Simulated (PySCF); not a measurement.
Stepwise substitution at one centre (B Cl-OH). All species are isolated molecules in the gas phase. One relaxed conformer stands for each flexible species; it need not be the lowest. Strings in code marks are SMILES.

The S1 excitation (TDA) from two functionals at the same geometries (PBE0-D3(BJ)/def2-TZVP), both in PySCF: PBE-D3(BJ)/def2-TZVP and PBE0-D3(BJ)/def2-TZVP. Excitations are Tamm–Dancoff values on a coarser integration grid. The basis has no diffuse functions, so Rydberg states are missing or too high.

```tsv
species	PBE-D3(BJ)/def2-TZVP (eV)	PBE0-D3(BJ)/def2-TZVP (eV)
0 of 3 Cl replaced by OH (`ClB(Cl)Cl`)	5.12	5.72
1 of 3 Cl replaced by OH (`OB(Cl)Cl` (H–O–B–Cl torsion 180°))	6.33	6.99
2 of 3 Cl replaced by OH	7.37	8.41
3 of 3 Cl replaced by OH (`OB(O)O`)	6.76	7.91
```

Over these rows, drawn at random from the members with no instability flagged (it was tested for open shells, ions and some series alone), PBE minus PBE0-D3(BJ): mean -0.86 eV, from -1.15 eV to -0.60 eV.
